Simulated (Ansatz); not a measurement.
Task: a relaxed scan of one distance of CH3BO, SMILES BC=O, with the Python package of Ansatz (0.2.0). Give the script and its output. Level of theory (for the species named): PBE0, def2-SVP basis, multiplicity 1, D4 dispersion.

```xyz
6

B    -0.4435    0.0191   -0.5930
C     0.4871   -0.1154    0.5943
O     0.6353    0.8049    1.3669
H    -0.5872   -0.8143   -1.3676
H    -1.0665    1.0768   -0.7760
H     1.0168   -1.0352    0.7292
```

`run_relaxed_scan.py`:
```python
# -*- coding: utf-8 -*-
"""Relaxed scan of one distance in CH3BO."""

import ansatz as az
from ase import Atoms
import numpy as np


def main():
    atoms = Atoms(["B", "C", "O", "H", "H", "H"], positions=[
        [-0.4435, 0.0191, -0.593],
        [0.4871, -0.1154, 0.5943],
        [0.6353, 0.8049, 1.3669],
        [-0.5872, -0.8143, -1.3676],
        [-1.0665, 1.0768, -0.776],
        [1.0168, -1.0352, 0.7292],
    ])
    geometry = az.Crystal.molecule_from_ase(atoms)

    calc = (
        geometry.calculation()
        .basis(gaussian="def2-SVP")
        .functional("PBE0", dispersion="d4")
    )
    symbols = [site.symbol for site in geometry.cartesian_sites]
    pairs = [(0, 1), (0, 3), (0, 4), (1, 2), (1, 5)]
    print("held (A)   E (eV)        ", "  ".join(f"{symbols[i]}{i}-{symbols[j]}{j}" for i, j in pairs))
    for length in [1.39, 1.51, 1.64, 1.82, 2.04]:
        summary = calc.relax(constraints=[az.DistanceConstraint((0, 1), at=length)], force_tolerance=0.02, max_steps=60).run().report
        xyz = np.array(summary["positions_ang"])
        print(f"{length:6.2f} {summary['free_energy_ev']:14.5f}  ", "  ".join(f"{np.linalg.norm(xyz[i] - xyz[j]):.3f}" for i, j in pairs))


if __name__ == "__main__":
    main()
```

Output of `python run_relaxed_scan.py`:
```text
held (A)   E (eV)         B0-C1  B0-H3  B0-H4  C1-O2  C1-H5
DeckWarning: relax.constraints: the input's atoms, or those drawn, lie off the distances that are held; a relaxation that starts there is brought onto them ahead of its first SCF, by positions alone, [...]
  1.39    -3799.80054   1.390  1.209  1.209  1.236  1.106
  1.51    -3800.12596   1.510  1.206  1.206  1.230  1.108
  1.64    -3800.04542   1.640  1.205  1.205  1.213  1.121
  1.82    -3799.56670   1.820  1.206  1.204  1.201  1.123
  2.04    -3798.89643   2.040  1.206  1.204  1.191  1.123
```
(Warnings from the package without file and line, shortened, repeats left out.)

Caveats:
- Total energies depend on the basis set; only differences at equal settings carry meaning.
- The energies are electronic: no zero-point or thermal terms, and the basis set is short of its limit.
- Timing: 2.9 min on 1 thread of Arm Neoverse N1, on a shared host, peak memory 0.2 GiB.
